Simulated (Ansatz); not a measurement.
`C=C=C(C)O` → `[CH2]` (triplet) + `C=C=CO` at 298.15 K and 1 bar (formal loss of a carbene).

Computed with Ansatz on PBE0-D4/def2-TZVP structures; ΔE is electronic, products minus reactants. CCSD(T)/CBS adds triple-zeta CCSD(T) − MP2 to the extrapolated MP2 energy (def2 sets, frozen cores). This one scheme is used for every species. Triplets are unrestricted, without spin–orbit coupling. One conformer a species, not always the lowest.

| species | CCSD(T)/CBS energy (Eh) | H − E (kJ/mol) | S (J/(mol·K)) |
| --- | --- | --- | --- |
| `C=C=C(C)O` | -230.92705 | 252.7 | 313.7 |
| `[CH2]` (triplet) | -39.09499 | 55.4 | 195.3 |
| `C=C=CO` | -191.65809 | 175.5 | 281.7 |

H − E and S are ideal-gas, rigid-rotor, harmonic terms from PBE0-D4/def2-TZVP, for one conformer and one mirror image of each species, with the whole ground term of open shells counted as degenerate. 1 Eh = 2625.50 kJ/mol, R = 8.31446 J/(mol·K).

**Question.** By hand: ΔE, ΔH, ΔS and ΔG.

**Answer.** ΔE = (-39.09499) + (-191.65809) − (-230.92705) = 0.17397 Eh = 456.8 kJ/mol. Δ(H − E) = 55.4 + 175.5 − 252.7 = -21.8, so ΔH = 435.0 kJ/mol. ΔS = 195.3 + 281.7 − 313.7 = 163.3 J/(mol·K). ΔG = 435.0 − 298.15 × (163.3)/1000 = 386.3 kJ/mol.

**Question.** By hand: the equilibrium constant, and the temperature at which ΔG would vanish if ΔH and ΔS stayed fixed.

**Answer.** log₁₀ K = −ΔG/(RT ln 10) = -67.7. ΔG = 0 at ΔH/ΔS = 2664 K, far beyond where these terms or the molecules hold.

The number of gas molecules changes by +1, which sets the sign of ΔS. A doubt of 5 kJ/mol in ΔE shifts log₁₀ K by 0.9 here. Other conformers and mirror images would add mixing entropy, several J/(mol·K) or more a flexible species. A triplet takes part, so the spin changes. These are equilibria of isolated gas molecules and say nothing of rates. Largest T1 diagnostic: 0.013 (customary marks: 0.02 for closed shells, 0.045 for open ones).
